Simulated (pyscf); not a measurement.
H₂N–NH₂ + SiH₂ [singlet] -> H₂N–NH–SiH₃, an insertion (singlet surface; H–N broken, N–Si, H–Si formed). Structures and frequencies: ωB97X-D3(BJ)/def2-SVP in PySCF. Correlated levels are frozen-core, on RHF or UHF. ΔMP2 is the change of the MP2 total energy from the triple- to the quadruple-zeta basis. Energies in kcal/mol from the separated reactants.

AM1 to PM7: differences of heats of formation from MOPAC. 

Problem. In single points AM1 puts the saddle at -1.7 kcal/mol and the reaction energy at -73.3 kcal/mol. Should these be trusted to within a few kcal/mol? Compare with CCSD(T)/def2-TZVPP + ΔMP2(QZVPP).

Solution. CCSD(T)/def2-TZVPP + ΔMP2(QZVPP) gives ΔE‡ = 4.1 kcal/mol and ΔE = -64.9 kcal/mol. AM1 lies 5.8 kcal/mol under it in the barrier and 8.4 kcal/mol under it in the reaction energy, so on this step it does not hold to within 3.0 kcal/mol. At AM1 this geometry lies under one side, so its ΔE‡ may be no barrier of that level. CCSD(T)/def2-TZVPP + ΔMP2(QZVPP) has limits of its own. On the reactant side the descent ends in an adduct with a N–Si contact, 35.8 kcal/mol under the separated species and 37.8 kcal/mol under the saddle at ωB97X-D3(BJ)/def2-TZVP. What is counted as formed (N–Si) is already present as a longer contact in the reactant adduct; forming that adduct is a step of its own. At ωB97X-D3(BJ) the barrier from the zero used here is 1.9 kcal/mol. H₂N–NH–SiH₃ lies 57.4 kcal/mol over its isomer H₂N–SiH₂–NH₂, and others may lie lower still (electronic energy, ωB97M-D3(BJ)). One saddle was located; it need not be the lowest between these sides. The CCSD(T) − MP2 part came from Ansatz, without density fitting, on the same reference.
